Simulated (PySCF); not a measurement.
Stick spectrum of a doublet radical in fast tumbling, microwave frequency 9.72 GHz, simulated to first order from computed parameters.

```csv
field (mT),relative intensity
343.26,1
345.60,3
347.95,3
350.30,1
```

(1) What is g?

(2) Which couplings and how many nuclei make this pattern?

(3) The radical has the formula CH3. Propose a structure, and say which nuclei carry the couplings.

Answers

(1) The pattern is symmetric about 346.78 mT, so g = hν/(μB·B0) = 9720/(13.99624 × 346.78) = 2.0026, a shift of +0.3 × 10⁻³ from the free-electron value.

(2) The first two lines at either end are about 2.35 mT apart, which is the smallest coupling, and their intensity ratio 1:3 counts the nuclei that share it. In full: a 1:3:3:1 quartet of 2.35 mT (66 MHz), from 3 nuclei of spin 1/2. Check: Σ 2nI·a is the distance from the first to the last line, 7.04 mT.

(3) `[CH3]` (methyl radical), numbered [CH3:1] (hydrogens: H2, H3, H4 on C1). 2.35 mT: 1H at H2/H3/H4 (α, 1 bond from C1; computed sign −). The largest Mulliken spin population is on C1 (+1.16). The angles at C1 add up to 360.0°, so it is planar; its axial dipolar tensor and the negative couplings of its protons fit spin in a p orbital normal to that plane.

Computed with UKS B3LYP, IGLO-III on C, pcH-1 on H, non-relativistic, mean-field spin-orbit, GIAO in PySCF 2.14.0. Isolated species at its PBE0-D3(BJ)/def2-SVP geometry, gas phase.

For comparison, experiment gives in magnitude: 13C C1 107.4 MHz (computed 85.1); 13C C1 75.0 MHz (computed 85.1); 1H H2/H3/H4 70.0 MHz (computed 65.8); 1H H2/H3/H4 64.6 MHz (computed 65.8) (Chen, Rinkevicius, Ruud, Agren, J. Chem. Phys. 2013, 138, 054310; Tran, Improving perturbation theory for open-shell molecules via self-consistency, arXiv:2107.11260 (experimental column from Kossmann, Neese); solution or matrix (EPR); Pople, Beveridge, Approximate Molecular Orbital Theory, McGraw-Hill 1970 (compilation of measured values)). The computed 13C C1 coupling is 21 % too small in magnitude.

Rare isotopes and splittings under 0.04 mT were left out of the simulation.
